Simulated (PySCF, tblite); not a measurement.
**C₂H₃ClF radical, a cluster model of a defect (C site with back bonds C, F, Cl): EPR parameters**

Aim: the EPR parameters of `C[C](F)Cl`. It is drawn as: dangling bond.

Computed with tblite 0.8.0 and PySCF 2.14.0; each step states its level. No surroundings beyond the atoms listed, unless a continuum is named. Atoms count from 0, parts from 1.

## 1. Starting point

7 atoms, charge 0, multiplicity 2; geometry: distance geometry start.

## 2. Relaxing the cluster with GFN2-xTB

The job: settings as JSON, then the geometry in Å.

```
{"job": {"kind": "relax", "xc": "GFN2-xTB", "basis": "xTB"}, "charge": 0, "multiplicity": 2}
C      0.763350     0.029479     0.469845
C     -0.681539    -0.127647    -0.024150
F      1.595067    -0.943484     0.044584
Cl     1.282649     1.635848    -0.165091
H     -1.301141    -0.106946     0.874922
H     -0.743835    -1.153597    -0.446452
H     -0.909242     0.688526    -0.725575
```

Level: GFN2-xTB geometry optimisation, gas phase.

The run is started by

```
$ OMP_NUM_THREADS=1 python cluster_run.py task.json out
```

The driver reads the jobs from task.json and runs them one after another.

Log:

```text
step      E/eV     max force
  0    -408.31556    2.644
  1    -408.46691    1.759
  2    -408.60307    0.899
  3    -408.62935    0.820
  4    -408.67718    0.694
  5    -408.69236    0.545
  6    -408.70438    0.316
  7    -408.71316    0.328
  8    -408.72050    0.238
  9    -408.72362    0.119
 10    -408.72478    0.098
 11    -408.72547    0.088
 12    -408.72626    0.087
 13    -408.72684    0.067
 14    -408.72705    0.023
 15    -408.72708    0.010
 16    -408.72709    0.011
 17    -408.72710    0.009
 18    -408.72711    0.008
```

Wall time 0.08 s (1 thread of Arm Neoverse V1, shared host).

Along the way:

| step | energy from step 0 (eV) | largest force (eV/Å) |
| --- | --- | --- |
| 0 | 0.0000 | 2.6439 |
| 1 | -0.1513 | 1.7587 |
| 2 | -0.2875 | 0.8995 |
| 3 | -0.3138 | 0.8208 |
| 4 | -0.3616 | 0.6938 |
| 5 | -0.3768 | 0.5450 |
| 6 | -0.3888 | 0.3158 |
| 7 | -0.3976 | 0.3284 |
| 8 | -0.4049 | 0.2380 |
| 9 | -0.4081 | 0.1194 |
| 10 | -0.4092 | 0.0979 |
| 11 | -0.4099 | 0.0875 |
| 12 | -0.4107 | 0.0873 |
| 13 | -0.4113 | 0.0674 |
| 14 | -0.4115 | 0.0239 |
| 15 | -0.4115 | 0.0108 |
| 16 | -0.4115 | 0.0110 |
| 17 | -0.4115 | 0.0088 |
| 18 | -0.4115 | 0.0077 |

Distances of close pairs at the start and the end, largest changes first:

| bond | before (Å) | after (Å) | change (Å) |
| --- | --- | --- | --- |
| C0–Cl3 | 1.804 | 1.703 | -0.101 |
| C0–C1 | 1.535 | 1.483 | -0.052 |
| C1–H5 | 1.111 | 1.089 | -0.022 |
| C1–H6 | 1.100 | 1.089 | -0.011 |
| C0–F2 | 1.349 | 1.353 | +0.004 |
| C1–H4 | 1.092 | 1.092 | +0.000 |

## 3. Relaxing the molecule at PBE0-D3(BJ)/def2-SVP

The job: settings as JSON, then the geometry in Å.

```
{"job": {"xc": "PBE0", "basis": "def2-SVP", "d3": "d3bj", "grid": 2, "kind": "geom", "shake": 0.01}, "charge": 0, "multiplicity": 2}
C      0.768870     0.090686     0.277873
C     -0.684121    -0.156256    -0.032472
F      1.585020    -0.920496     0.103456
Cl     1.494059     1.630497    -0.056792
H     -1.286229    -0.113250     0.867705
H     -0.780034    -1.146413    -0.453798
H     -1.066947     0.581229    -0.728819
```

Log:

```text
step   0  E = -637.38160072  max force = 0.021686
step   1  E = -637.38285995  max force = 0.008501
step   2  E = -637.38342448  max force = 0.003813
step   3  E = -637.38364620  max force = 0.001227
step   4  E = -637.38424636  max force = 0.006214
step   5  E = -637.38483451  max force = 0.018262
step   6  E = -637.38559778  max force = 0.010040
step   7  E = -637.38625203  max force = 0.003871
step   8  E = -637.38645406  max force = 0.000375
step   9  E = -637.38645685  max force = 0.000136
optimisation converged
```

It took 35 s on 1 thread of Arm Neoverse V1, shared host; peak memory 0.39 GiB.

Along the way:

| step | energy from step 0 (eV) | largest force component (eV/Å) |
| --- | --- | --- |
| 0 | 0.0000 | 1.1151 |
| 1 | -0.0343 | 0.4371 |
| 2 | -0.0496 | 0.1961 |
| 3 | -0.0557 | 0.0631 |
| 4 | -0.0720 | 0.3195 |
| 5 | -0.0880 | 0.9391 |
| 6 | -0.1088 | 0.5163 |
| 7 | -0.1266 | 0.1991 |
| 8 | -0.1321 | 0.0193 |
| 9 | -0.1321 | 0.0070 |

Close pairs (by a distance rule), those that changed most:

| bond | before (Å) | after (Å) | change (Å) |
| --- | --- | --- | --- |
| C0–C1 | 1.506 | 1.481 | -0.025 |
| C1–H6 | 1.084 | 1.107 | +0.022 |
| C1–H5 | 1.080 | 1.100 | +0.020 |
| C0–F2 | 1.311 | 1.329 | +0.018 |
| C1–H4 | 1.084 | 1.098 | +0.014 |
| C0–Cl3 | 1.735 | 1.728 | -0.007 |

The next job starts from the end point, and lists it.

| at the end point | value |
| --- | --- |
| point group (found at 0.08 Å tolerance) | C1 |
| rotational constants (GHz, main isotopes) | 9.528, 4.800, 3.302 |
| dipole moment (D) | 1.74 |
| ⟨S²⟩ | 0.753 |

## 4. g tensor and hyperfine couplings: B3LYP/IGLO-III+pcH-1

The job: settings as JSON, then the geometry in Å.

```
{"job": {"kind": "epr"}, "charge": 0, "multiplicity": 2}
C      0.806084     0.001952     0.194022
C     -0.649771    -0.205169     0.015656
F      1.581558    -0.640222    -0.673280
Cl     1.370723     1.598109     0.539621
H     -1.203237     0.230807     0.857307
H     -0.863366    -1.282894    -0.037142
H     -1.011827     0.263353    -0.919237
```

With the program's defaults for keys left out, this is: UKS B3LYP, IGLO-III on C Cl F, pcH-1 on H, non-relativistic, mean-field spin-orbit, GIAO.

Log:

```text
UKS, coarse grid
  cycle   1  E = -638.05233290  |g| = 3.95e-01
  cycle   2  E = -637.98606852  |g| = 6.09e-01
  cycle   3  E = -638.10453088  |g| = 7.16e-02
  cycle   4  E = -638.10605350  |g| = 3.40e-02
  cycle   5  E = -638.10653921  |g| = 5.50e-03
  cycle   6  E = -638.10655436  |g| = 3.45e-03
  cycle   7  E = -638.10656052  |g| = 1.08e-03
  cycle   8  E = -638.10656064  |g| = 4.92e-04
UKS, final grid
  cycle   1  E = -638.10657013  |g| = 5.73e-04
  cycle   2  E = -638.10657000  |g| = 7.99e-04
  cycle   3  E = -638.10657028  |g| = 7.22e-05
  cycle   4  E = -638.10657028  |g| = 2.10e-05
E = -638.10657028 Eh   <S^2> = 0.7533 (exact 0.7500)
g shifts (ppm)      1          2          3
  rmc          -220       -220       -220
  gc              6         21         29
  oz_so        -654       3654       6380
  total        -868       3455       6189
hyperfine (MHz)  atom isotope    a_iso     a_fc   dipolar eigenvalues
    0   13C     335.11     334.75    -77.26    -75.01    152.27
    1   13C       9.36       9.33     -3.60     -3.03      6.63
    2   19F     196.88     194.98   -212.51   -187.29    399.80
    3  35Cl      20.89      20.97    -26.87    -18.32     45.19
    4    1H      13.52      13.50     -5.80     -4.77     10.56
    5    1H      22.97      22.97     -5.87     -4.94     10.80
    6    1H     116.98     116.98     -4.36     -2.15      6.51
```

It took 18 s on 1 thread of Arm Neoverse V1, shared host; peak memory 0.55 GiB.

Principal g values 2.00145, 2.00577, 2.00851; g(iso) = 2.00524, against 2.00232 for a free electron.

Hyperfine couplings, nucleus by nucleus at this fixed geometry (no averaging over rotations):

| nuclei | isotope | a(iso) (MHz) | a(iso) (G, at g = 2.0023) | largest dipolar term (MHz) |
| --- | --- | --- | --- | --- |
| C0 | 13C | 335.1 | 119.6 | 152.3 |
| F2 | 19F | 196.9 | 70.3 | 399.8 |
| H6 | 1H | 117.0 | 41.7 | 6.5 |
| H5 | 1H | 23.0 | 8.2 | 10.8 |
| Cl3 | 35Cl | 20.9 | 7.5 | 45.2 |
| H4 | 1H | 13.5 | 4.8 | 10.6 |
| C1 | 13C | 9.4 | 3.3 | 6.6 |

Mulliken spin populations:

| atom | value (e) |
| --- | --- |
| C0 | 0.87 |
| C1 | -0.08 |
| F2 | 0.04 |
| Cl3 | 0.08 |
| H4 | 0.00 |
| H5 | 0.01 |
| H6 | 0.07 |

In first order the couplings over 0.8 MHz of 19F, 1H, 35Cl give 64 distinct lines over 147.4 G.

Orbitals, density, ELF and potential are computed afterwards from the orbital file.

ELF in a plane through or near 4 of the atoms.

Ten even steps from ' ' (0.00) to '@' (1.00):
```
                                                        
                                                        
                ......                                  
            ::--==++==--..                              
        ..::==**######++::      --++--..                
      ..--++##%%%%@@%%**::    **@@@@@@##::              
    ..--**##%%++==**%%**..  ==@@@@@@@@@@++..            
    ::++##%%##::--::##==..  ++@@@@@@@@%%==..            
    --++##%%%%**==####++====**##@@@@##==..              
    ::==**####****##++..--%%##....++++--..              
    ..::====--::::==::##..####::--%%%%##++::            
                ..--++::--++++**@@@@@@@@@@**            
            ..--**######==....++@@@@@@@@@@##            
            --**%%%%##%%##--  ..##@@@@@@@@++            
            ::==**##%%%%##--      ==##**--              
              ..::==++==--::                            
                ....::::..                              
                                                        
                                                        
                                                        
```
The map spans 9.0 Å across and 8.0 Å up, centred on the molecule. Atoms in the plane (x, y in Å): C0 (-0.8, -0.2), C1 (0.7, 0.1), H4 (1.0, 1.0), H5 (1.3, -0.7).

log10 of the density (e/Å³) in the same plane.

Ten even steps from '0' (-4.0) to '9' (1.5):
```
0000000000000000000000000000
0000001111100000000000000000
0000122333322111110000000000
0012334444433222222110000000
0023345555544333333221000000
0133456676654444444332100000
0234567787665456665433100000
1234567898765567776543210000
0234567777776677776543210000
0134456667787778876543210000
0123445666898777776654210000
0022334566777767777654210000
0011234567877656676554210000
0001234678887644555443210000
0000124567776543343322100000
0000123445555432222211000000
0000012344444322111110000000
0000001122222210000000000000
0000000001111000000000000000
0000000000000000000000000000
```
The map spans 9.0 Å across and 8.0 Å up, centred on the molecule. Atoms in the plane (x, y in Å): C0 (-0.8, -0.2), C1 (0.7, 0.1), H4 (1.0, 1.0), H5 (1.3, -0.7).

On the surface of density 0.002 e/bohr³ the electrostatic potential runs, from the 1st to the 99th percentile, from -0.63 V near F2 to 1.05 V near H4.

The spin density lies nearest to C0 68 %; Cl3 13 %; F2 10 %.

## 5. g tensor and hyperfine couplings: BHandHLYP/IGLO-III+pcH-1

Same as in step 4 but for these lines:

```diff
@@ -1,2 +1,2 @@
-{"job": {"kind": "epr"}, "charge": 0, "multiplicity": 2}
+{"job": {"kind": "epr", "xc": "BHandHLYP"}, "charge": 0, "multiplicity": 2}
 C      0.806084     0.001952     0.194022
```

Method: UKS BHandHLYP, IGLO-III on C Cl F, pcH-1 on H, non-relativistic, mean-field spin-orbit, GIAO.

Log:

```text
UKS, coarse grid
  cycle   1  E = -637.93168165  |g| = 3.97e-01
  cycle   2  E = -637.92723889  |g| = 4.56e-01
  cycle   3  E = -637.99721582  |g| = 4.01e-02
  cycle   4  E = -637.99807450  |g| = 1.89e-02
  cycle   5  E = -637.99829492  |g| = 7.38e-03
  cycle   6  E = -637.99833790  |g| = 2.46e-03
  cycle   7  E = -637.99834596  |g| = 1.21e-03
  cycle   8  E = -637.99834730  |g| = 3.65e-04
UKS, final grid
  cycle   1  E = -637.99835458  |g| = 2.59e-04
  cycle   2  E = -637.99835463  |g| = 2.12e-04
  cycle   3  E = -637.99835465  |g| = 6.87e-05
  cycle   4  E = -637.99835466  |g| = 3.92e-05
  cycle   5  E = -637.99835466  |g| = 5.47e-06
E = -637.99835466 Eh   <S^2> = 0.7554 (exact 0.7500)
g shifts (ppm)      1          2          3
  rmc          -219       -219       -219
  gc             14         27         34
  oz_so        -725       3184       5842
  total        -930       2991       5657
hyperfine (MHz)  atom isotope    a_iso     a_fc   dipolar eigenvalues
    0   13C     379.43     379.09    -80.51    -77.63    158.15
    1   13C       1.20       1.17     -3.87     -2.48      6.34
    2   19F     244.94     243.32   -208.72   -173.38    382.10
    3  35Cl      22.86      22.96    -27.43    -15.70     43.13
    4    1H      14.21      14.19     -6.05     -4.85     10.89
    5    1H      23.93      23.93     -6.09     -5.00     11.09
    6    1H     118.33     118.33     -4.08     -2.21      6.30
```

Wall time 18 s (1 thread of Arm Neoverse V1, shared host); peak memory 0.55 GiB.

In short: g(iso) 2.00489.

## 6. Run by run: EPR parameters

g, ⟨S²⟩ and isotropic hyperfine couplings (MHz), with basis size and wall time:

| run | g(iso) | ⟨S²⟩ | 13C C0 | 19F F2 | 1H H6 | 1H H5 | 35Cl Cl3 | functions | time |
| --- | --- | --- | --- | --- | --- | --- | --- | --- | --- |
| B3LYP/IGLO-III+pcH-1 | 2.00524 | 0.753 | 335.1 | 196.9 | 117.0 | 23.0 | 20.9 | 179 | 18 s |
| BHandHLYP/IGLO-III+pcH-1 | 2.00489 | 0.755 | 379.4 | 244.9 | 118.3 | 23.9 | 22.9 | 179 | 18 s |

## 7. Results

| quantity | value |
| --- | --- |
| point group | C1 |
| rotational constants (main isotopes) | 9.53, 4.80, 3.30 GHz |
| g(iso) (B3LYP) | 2.00524 |
| ⟨S²⟩ | 0.753 (exact 0.75) |
| largest a(iso) | 13C on C0, 335.1 MHz |
| surface potential, 1st and 99th percentile | -0.63 V and 1.05 V |

In words: Over 9 steps the energy fell by 0.132 eV; of the close pairs, C0–C1 changed most, 1.506 to 1.481 Å (PBE0/def2-SVP). C0 carries the largest spin population, 0.87 e. The isotropic g lies 2.9 ppt above the free-electron value. The coupling of 13C on C0 runs from 335.1 (B3LYP/IGLO-III+pcH-1) to 379.4 MHz (BHandHLYP/IGLO-III+pcH-1).
